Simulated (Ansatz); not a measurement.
Results of r²SCAN-D4 (PAW; Ansatz, a quantum-chemistry and plane-wave program) for litharge SnO.

Numerical settings: plane-wave cutoff 600 eV, 20×20×16 k mesh (along the axes of the cell as run), scalar-relativistic PAW data made under PBE.

Cell (relaxed at this level):

```
CELL_PARAMETERS angstrom
      3.79871     0.00000     0.00000
      0.00000     3.79871     0.00000
      0.00000     0.00000     4.81302
ATOMIC_POSITIONS crystal
  Sn 0.50000 0.00000 0.76201
  Sn 0.00000 0.50000 0.23799
  O  0.50000 0.50000 0.00000
  O  0.00000 0.00000 0.00000
```

Q: What does this level give for the Poisson ratio, Voigt–Reuss–Hill bulk modulus, Voigt–Reuss–Hill shear modulus (Hill average) and Young modulus?

A: 
* **Poisson ratio**: 0.231
* **Voigt–Reuss–Hill bulk modulus**: 43.5 GPa
* **Voigt–Reuss–Hill shear modulus (Hill average)**: 28.6 GPa
* **Young modulus**: 70.3 GPa

Note: the dispersion coefficients are held fixed in the derivatives.

Elastic constants are with the ions relaxed.

Spin–orbit coupling is not included.

The computed numbers hold no vibrational or temperature effects.
